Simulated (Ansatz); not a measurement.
## What each rung costs, and what it gives

Saddle point of CH6ClSi, doublet (CH₃Cl ([CH3][Cl]) + SiH₃ → CH₂Cl ([CH2][Cl]) + SiH₄; bonds formed: H1–Si4; bonds broken: H1–C2), PBE0-D4/def2-TZVP structure:

H1  (-0.014, -0.117, 0.097)
C2  (-1.178, -1.149, 0.115)
Cl3  (-2.244, -0.710, -1.162)
Si4  (1.157, 1.009, -0.002)
H5  (-1.599, -0.995, 1.102)
H6  (-0.654, -2.081, -0.060)
H7  (1.934, 0.800, -1.252)
H8  (2.061, 0.884, 1.173)
H9  (0.537, 2.360, -0.012)
(Å)

Barriers are electronic and count from the start structure reached by relaxing down the imaginary mode. Spin–orbit coupling is left out.

Computed with Ansatz 0.2.0 (basis: as named in each row); correlated methods freeze the cores; orbitals are unrestricted. B3LYP uses VWN-RPA correlation. Extrapolation: Hartree–Fock as exp(−7.88 √X), correlation as X^−2.97.

Times are rough, for one single point on 4 threads of a shared host (Arm Neoverse V1).

The estimate by CCSD(T) at an estimated basis limit (MP2 extrapolated from triple and quadruple zeta, plus CCSD(T) − MP2 in triple zeta) is 93.3 kJ/mol.

| method | basis | time (s) | barrier (kJ/mol) | method less estimate |
| --- | --- | --- | --- | --- |
| HF | STO-3G | under 1 | 96.1 | 2.8 |
| PBE-D4 | STO-3G | under 1 | 25.0 | -68.3 |
| SPW92 | def2-SVP | under 1 | 54.8 | -38.5 |
| B3LYP-D4 | 6-31G | under 1 | 100.2 | 6.9 |
| PBE-D4 | def2-SVP | under 1 | 68.6 | -24.7 |
| PBE0-D4 | def2-SVP | 1 | 81.9 | -11.5 |
| SPW92 | def2-TZVPP | 1 | 53.8 | -39.6 |
| PBE-D4 | def2-TZVPP | 2 | 68.3 | -25.0 |
| BLYP-D4 | def2-TZVPP | 2 | 69.1 | -24.3 |
| PBE0-D4 | def2-TZVPP | 3 | 80.1 | -13.3 |
| B3LYP-D4 | def2-TZVPP | 3 | 78.3 | -15.0 |
| CAM-B3LYP-D4 | def2-TZVPP | 3 | 84.4 | -9.0 |
| CCSD(T) | def2-SVP | 3 | 103.0 | 9.7 |
| BHLYP-D4 | def2-TZVPP | 3 | 89.7 | -3.6 |
| RPA on PBE | def2-TZVPP | 3 | 97.1 | 3.8 |
| PBE-QIDH | def2-TZVPP | 4 | 92.1 | -1.2 |
| B2PLYP | def2-TZVPP | 4 | 87.0 | -6.4 |
| r2SCAN-D4 | def2-TZVPP | 4 | 74.1 | -19.2 |
| wB97M-V | def2-SVP | 4 | 89.3 | -4.0 |
| r2SCAN0-D4 | def2-TZVPP | 6 | 82.3 | -11.0 |
| wB97X-V | def2-TZVPP | 7 | 84.4 | -9.0 |
| B97M-V | def2-TZVPP | 8 | 76.4 | -16.9 |
| wB97M-V | def2-TZVPP | 9 | 88.0 | -5.4 |
| MP2 | def2-QZVPP | 14 | 104.9 | 11.5 |
| CCSD(T) | def2-TZVPP | 120 | 94.4 | 1.0 |

All methods are single points on the PBE0-D4 structures.

The T1 diagnostic stays at or below 0.016. ⟨S²⟩ of the unrestricted Hartree–Fock references: 0.75 to 0.78 (a pure state has 0.75).

Radical steps of this kind take place in plasma deposition and etching.

Labels in which every atom is bracketed show which atoms are joined, not bond orders.
